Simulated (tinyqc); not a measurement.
Inside a calculation. Method: ROHF in the sto-3g basis, for OH+, spin multiplicity 3. One step of it, computed by the program tinyqc.

Problem. Iteration 2: building the Fock matrix. J_ij = sum D_kl (ij|kl) with D = D(alpha) + D(beta), K_ij = sum D_kl (ik|jl) for each spin; F = H + J - K(s); E = tr D H + tr D J / 2 - 0.5 sum_s tr D(s) K(s) + E_nn.

D(alpha) after iteration 1, lower triangle:
```
            1O 1s      1O 2s    1O 2px    1O 2py    1O 2pz     2H 1s
1O 1s    1.059016
1O 2s   -0.249539   1.057113
1O 2px   0.000000   0.000000  1.000000
1O 2py   0.000000   0.000000  0.000000  1.000000
1O 2pz   0.010723  -0.058636  0.000000  0.000000  0.850266
2H 1s   -0.002865  -0.002528  0.000000  0.000000  0.212362  0.053186
```

D(beta) after iteration 1, lower triangle:
```
            1O 1s      1O 2s    1O 2px    1O 2py    1O 2pz     2H 1s
1O 1s    1.059016
1O 2s   -0.249539   1.057113
1O 2px   0.000000   0.000000  0.000000
1O 2py   0.000000   0.000000  0.000000  0.000000
1O 2pz   0.010723  -0.058636  0.000000  0.000000  0.850266
2H 1s   -0.002865  -0.002528  0.000000  0.000000  0.212362  0.053186
```

core Hamiltonian H = T + V (hartree), lower triangle:
```
             1O 1s      1O 2s     1O 2px     1O 2py     1O 2pz      2H 1s
1O 1s   -31.997608
1O 2s    -7.441595  -8.625908
1O 2px    0.000000   0.000000  -6.816484
1O 2py    0.000000   0.000000   0.000000  -6.816484
1O 2pz   -0.007425  -0.093231   0.000000   0.000000  -6.865199
2H 1s    -0.631041  -1.625058   0.000000   0.000000  -1.302238  -3.505200
```

Two-electron integrals (ij|kl) in chemists' order, unique and non-zero (hartree):
```
(11|11) 4.785065   (21|11) 0.741380   (21|21) 0.136873   (22|11) 1.118947
(22|21) 0.256633   (22|22) 0.817206   (31|31) 0.024477   (32|31) 0.037809
(32|32) 0.180518   (33|11) 1.115814   (33|21) 0.256684   (33|22) 0.817023
(33|33) 0.880159   (41|41) 0.024477   (42|41) 0.037809   (42|42) 0.180518
(43|43) 0.047444   (44|11) 1.115814   (44|21) 0.256684   (44|22) 0.817023
(44|33) 0.785270   (44|44) 0.880159   (51|51) 0.024477   (52|51) 0.037809
(52|52) 0.180518   (53|53) 0.047444   (54|54) 0.047444   (55|11) 1.115814
(55|21) 0.256684   (55|22) 0.817023   (55|33) 0.785270   (55|44) 0.785270
(55|55) 0.880159   (61|11) 0.062937   (61|21) 0.011535   (61|22) 0.021541
(61|33) 0.021503   (61|44) 0.021503   (61|51) 0.000494   (61|52) 0.000941
(61|55) 0.021619   (61|61) 0.000983   (62|11) 0.183297   (62|21) 0.042701
(62|22) 0.154583   (62|33) 0.151819   (62|44) 0.151819   (62|51) 0.003148
(62|52) 0.026180   (62|55) 0.159953   (62|61) 0.003673   (62|62) 0.039243
(63|31) 0.004079   (63|32) 0.025132   (63|53) 0.005159   (63|63) 0.005079
(64|41) 0.004079   (64|42) 0.025132   (64|54) 0.005159   (64|64) 0.005079
(65|11) 0.145665   (65|21) 0.034329   (65|22) 0.132851   (65|33) 0.127189
(65|44) 0.127189   (65|51) 0.006228   (65|52) 0.045738   (65|55) 0.144020
(65|61) 0.003053   (65|62) 0.041120   (65|65) 0.047740   (66|11) 0.379728
(66|21) 0.089822   (66|22) 0.374903   (66|33) 0.362348   (66|44) 0.362348
(66|51) 0.007057   (66|52) 0.083728   (66|55) 0.399668   (66|61) 0.007748
(66|62) 0.131217   (66|65) 0.157735   (66|66) 0.774606
```

nuclear repulsion = 3.05882781 hartree

Give: Coulomb J; exchange K(alpha); exchange K(beta); F(alpha); F(beta); total energy of this density.

Solution.

Coulomb J (hartree), lower triangle:
```
         1O 1s  1O 2s  1O 2px  1O 2py  1O 2pz  2H 1s
1O 1s   16.051
1O 2s    2.964  7.016
1O 2px   0.000  0.000   6.980
1O 2py   0.000  0.000   0.000   6.980
1O 2pz  -0.002  0.007   0.000   0.000   7.065
2H 1s    0.250  1.291   0.000   0.000   1.101  3.107
```

exchange K(alpha) (hartree), lower triangle:
```
        1O 1s   1O 2s  1O 2px  1O 2py  1O 2pz  2H 1s
1O 1s   4.912
1O 2s   0.851   1.407
1O 2px  0.000   0.000   1.168
1O 2py  0.000   0.000   0.000   1.168
1O 2pz  0.001  -0.010   0.000   0.000   1.105
2H 1s   0.077   0.272   0.000   0.000   0.251  0.194
```

exchange K(beta) (hartree), lower triangle:
```
        1O 1s   1O 2s  1O 2px  1O 2py  1O 2pz  2H 1s
1O 1s   4.863
1O 2s   0.776   1.046
1O 2px  0.000   0.000   0.241
1O 2py  0.000   0.000   0.000   0.241
1O 2pz  0.001  -0.010   0.000   0.000   1.010
2H 1s   0.069   0.222   0.000   0.000   0.241  0.184
```

F(alpha) (hartree), lower triangle:
```
          1O 1s   1O 2s  1O 2px  1O 2py  1O 2pz   2H 1s
1O 1s   -20.858
1O 2s    -5.329  -3.017
1O 2px    0.000   0.000  -1.005
1O 2py    0.000   0.000   0.000  -1.005
1O 2pz   -0.010  -0.076   0.000   0.000  -0.905
2H 1s    -0.458  -0.607   0.000   0.000  -0.453  -0.592
```

F(beta) (hartree), lower triangle:
```
          1O 1s   1O 2s  1O 2px  1O 2py  1O 2pz   2H 1s
1O 1s   -20.809
1O 2s    -5.253  -2.656
1O 2px    0.000   0.000  -0.077
1O 2py    0.000   0.000   0.000  -0.077
1O 2pz   -0.010  -0.076   0.000   0.000  -0.810
2H 1s    -0.450  -0.556   0.000   0.000  -0.442  -0.582
```

total energy of this density = -73.96473 hartree
